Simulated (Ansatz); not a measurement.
# BeO+ (doublet): wave-function methods side by side, def2-TZVPP

The task here is to estimate one member of a computed series from the others.

Program: Ansatz 0.2.0, Gaussian basis. Level of theory: def2-TZVPP, core rule «outside noble gas», up to 2 orbitals frozen. These are calculated values, not measurements.

The runs, in order: UHF; ROHF; CCSD(T) on UHF.

2 further runs of the same task are left out: 2 set aside as unsound or not needed.

## The geometry

The geometry is a PBE0/def2-TZVP stationary point (not a proven minimum) of the parent state, kept for this charge and spin.

2 atoms, charge 1, spin multiplicity 2.

Atoms are counted from 1 here; the program's logs count them from 0.

Bond lengths: O1–Be2 1.468 Å.

The first run:

File in.yaml:

```yaml
crystal:
  periodic: [false, false, false]
  atoms:
    - {symbol: O, position_ang: [0.000000, 0.000000, 0.000000]}
    - {symbol: Be, position_ang: [0.000000, 0.000000, 1.468200]}
basis:
  gaussian: {orbitals: def2-TZVPP}
total_charge: 1
magnetization: {spin_polarized: true, initial_magnetization: 1}
hamiltonian: {xc: hf}
output: {orbitals: {seedname: orbitals}}
```

Launch:

```sh
ansatz run in.yaml --threads 1 --pin off --events-out ev --progress --plain --max-ram 4096MiB --backend cpu
```

Steps of the session up to this table: UHF; ROHF; CCSD(T) on UHF.

One table of the session follows, with a row left open; its other results are not shown here.

It belongs to the step «Misses and costs». 

```
  method  from UCCSD(T) (meV)
    ROHF              +6212.4
     UHF                    ?
    UMP2               +500.3
   UCCSD               +188.7
UCCSD(T)                    0
```

**Question.** Estimate the row for UHF.

As computed: from UCCSD(T) (meV): +6089.0. In the column «from UCCSD(T) (meV)» it lies between UMP2 (+500.3) and ROHF (+6212.4).
